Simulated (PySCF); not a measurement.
## B: ionisation energy

B [He] 2s2 2p1 (2P) → B⁺ [He] 2s2 (1S), as a difference of total energies. Computed with PySCF 2.14 in aug-cc-pVDZ-DK (4s3p2d, 23 functions), with scalar relativity by spin-free X2C-1e. Correlated levels: valence: 1s2 frozen. The calculations carry no spin-orbit coupling.

| method | ionisation energy (eV) | error (eV) |
| --- | --- | --- |
| UHF | 8.040 | -0.257 |
| B3LYP | 8.762 | +0.465 |
| r2SCAN | 8.768 | +0.471 |
| MP2 (valence) | 8.160 | -0.137 |
| SCS-MP2 (valence) | 8.124 | -0.173 |
| CCSD (valence) | 8.066 | -0.231 |
| CCSD(T) (valence) | 8.091 | -0.206 |

Reference: 8.297 eV (measured; NIST levels, between the centres of gravity of the two terms).

Errors of the correlated levels include the incompleteness of this basis and the frozen core.

The coupled-cluster amplitudes are large for B⁺ (T1 above 0.03 or a double amplitude above 0.15), so a single reference is strained.
